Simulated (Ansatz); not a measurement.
C3H5NO can be A, `NC1CC1=O`, or B, `C=CC(N)=O`.

Gas-phase electronic energies from Ansatz, PBE0-D4/def2-TZVP geometries. CBS: MP2 limit from def2 TZ/QZ plus the TZ coupled-cluster correction, frozen cores. Functionals use def2-TZVPP. B3LYP here is the variant with VWN-RPA as its local correlation; programs differ in this. Each species was taken in one conformer, which may not be the lowest.

Which is lower in electronic energy at CCSD(T)/CBS, and by how much? (Estimate.)

Ansatz gave: B, by 45.0 kcal/mol.

Give E(B) − E(A) in kcal/mol with BLYP-D4, B2PLYP, LDA (SPW92), MP2/def2-TZVPP, ωB97M-V, B3LYP, CCSD/def2-TZVPP. (An estimate is asked.)

The calculation gave: BLYP-D4 -46.7, B2PLYP -46.1, LDA (SPW92) -41.0, MP2/def2-TZVPP -43.7, ωB97M-V -43.8, B3LYP -46.4, CCSD/def2-TZVPP -44.4. None reverses the order clearly.

Does the order hold for the free energy at 298.15 K (harmonic terms from PBE0-D4)? (Best estimate.)

Ansatz gave: Yes: G(B) − G(A) = -44.7 kcal/mol, for one conformer each.

Largest T1 diagnostic: 0.015.

From BLYP to BHLYP (50 % exact exchange), in def2-TZVPP and without D4, E(B) − E(A) moves by −0.8 kcal/mol. In def2-TZVPP, CCSD(T) changes the Hartree–Fock value by +5.4 kcal/mol (the triples alone add −0.1 kcal/mol) and MP2 by +6.2 kcal/mol.
